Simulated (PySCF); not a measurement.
**SiC: a composite coupled-cluster calculation**

State: ³Π, triplet, unpaired electrons σ ↑, π ↑. De refers to Si + C. ROHF-based CCSD(T) in PySCF 2.14 with Si cc-pV(T+d)Z, C cc-pVTZ and Si cc-pV(Q+d)Z, C cc-pVQZ (frozen core orbitals: 6; no relativity). Correlation energies are extrapolated as n⁻³ (n = 3, 4), Hartree–Fock as (n+1)·exp(−9√n). CV is the change on freezing 1 orbitals instead, in Si cc-pwCVTZ, C cc-pwCVTZ. SR is the spin-free X2C energy in Si cc-pVTZ-DK, C cc-pVTZ-DK less the non-relativistic one in Si cc-pVTZ, C cc-pVTZ.

```
            Level  Re (Å)  ωe (cm⁻¹)  ωexe (cm⁻¹)  αe (cm⁻¹)  De (eV)
       CCSD(T)/TZ  1.7315      954.4         5.64    0.00545    4.159
       CCSD(T)/QZ  1.7249      965.7         5.72    0.00549    4.301
           HF/CBS  1.6743     1111.1          n/a    0.00504    2.386
          MP2/CBS  1.7131     1005.6          n/a        n/a    4.353
         CCSD/CBS  1.7090     1006.0         5.86    0.00541    4.099
      CCSD(T)/CBS  1.7216      973.0         5.72    0.00547    4.388
   CCSD(T)/CBS+CV  1.7166      977.7         5.75    0.00550    4.418
CCSD(T)/CBS+CV+SR  1.7163      976.7         5.75    0.00551    4.412
```

Q: How much is left between CCSD(T)/QZ and the basis-set limit, and how much do the triples give at the limit?

A: CCSD(T)/CBS less CCSD(T)/QZ: -3.3 mÅ in Re, +7.3 cm⁻¹ in ωe and +0.087 eV in De. CCSD(T)/CBS less CCSD/CBS: +12.6 mÅ in Re, -33.0 cm⁻¹ in ωe and +0.289 eV in De.

Q: What do the later terms add?

A: CV: -5.0 mÅ in Re, +4.7 cm⁻¹ in ωe and +0.030 eV in De; SR: -0.3 mÅ in Re, -1.0 cm⁻¹ in ωe and -0.006 eV in De, each against the row above.

The T1 diagnostic is 0.055, large enough to doubt a single reference. The state was picked by a PBE0 search and need not be the measured ground state. Spin–orbit coupling, excitations beyond (T) and corrections to the Born–Oppenheimer picture are left out.

The whole job (state search and all basis sets along the bond) took about 18 min on 4 threads of Arm Neoverse V1 (shared host), peak memory 9.4 GiB.
